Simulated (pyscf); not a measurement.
Optimised with ωB97X-D3(BJ)/def2-SVP in PySCF.

For `[SiH3][O][AsH2]` + `[SiH2]` [singlet] → `[SiH3][O][SiH2][AsH2]`, an insertion (singlet surface; As–O broken, As–Si, O–Si formed), PBE/def2-TZVP gives ΔE‡ = -23.0 kcal/mol and ΔE = -90.8 kcal/mol (zero: the separated reactants). In which direction and how far do B3LYP-D3(BJ)/def2-TZVP, M06-2X/def2-TZVP, ωB97M-D3(BJ)/def2-TZVP move these?

B3LYP-D3(BJ): ΔE‡ = -19.5 kcal/mol, ΔE = -91.9 kcal/mol; M06-2X: ΔE‡ = -18.3 kcal/mol, ΔE = -91.7 kcal/mol; ωB97M-D3(BJ): ΔE‡ = -15.9 kcal/mol, ΔE = -90.6 kcal/mol. PBE's barrier lies under all of them, by 3.6 to 7.1 kcal/mol. Its reaction energy matches one of them and lies within 1.1 kcal/mol of the others. Low barriers are usual for a GGA, whose delocalisation error favours stretched bonds. On the reactant side the descent ends in an adduct with a O–Si contact, 24.1 kcal/mol under the separated species and 3.1 kcal/mol under the saddle at ωB97X-D3(BJ)/def2-TZVP. At PBE, B3LYP-D3(BJ), M06-2X, ωB97M-D3(BJ) the saddle lies under the separated reactants, which points to a path from their complex (located at ωB97X-D3(BJ) alone). What is counted as formed (O–Si) is already present as a longer contact in the reactant adduct; forming that adduct is a step of its own. At ωB97X-D3(BJ) the barrier from the zero used here is -20.9 kcal/mol. From the product side, •H₂Si–O–SiH₃ + AsH₂• lies, by one bond made or cut, 5.3 kcal/mol under this saddle at ωB97M-D3(BJ). H₃Si–O–AsH₂ lies 10.7 kcal/mol over its isomer HO–SiH₂–AsH₂ (electronic energy, ωB97M-D3(BJ)). This is the saddle that the search found; another between the same sides may lie lower. Elements up to Kr have no core potential and no relativistic terms here.
